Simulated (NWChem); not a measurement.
System: N$_{2}$H cation; SMILES N#[NH+]

Input file for NWChem:

```
start job
memory heap 200 mb stack 900 mb global 1100 mb
charge 1
geometry units angstroms
  N      0.000000     0.000000     0.657803
  N      0.000000     0.000000    -0.435023
  H      0.000000     0.000000    -1.479400
end
basis spherical
  * library def2-svp
end
dft
  xc xpbe96 cpbe96
  iterations 150
end
driver
  maxiter 120
end
task dft optimize
task dft freq
```

The level has its own optimisation; frequencies are unscaled.

### Question
Give the results of this calculation. (PBE/def2-SVP.) Quantities: r N–N (Å); r H–N (Å); highest harmonic frequency (cm⁻¹); lowest (cm⁻¹); zero-point energy (kcal/mol).

### Answer
```json
{
 "r N–N (Å)": "1.107",
 "r H–N (Å)": "1.053",
 "highest harmonic frequency (cm⁻¹)": "3307",
 "lowest (cm⁻¹)": "732",
 "zero-point energy (kcal/mol)": "10.1"
}
```
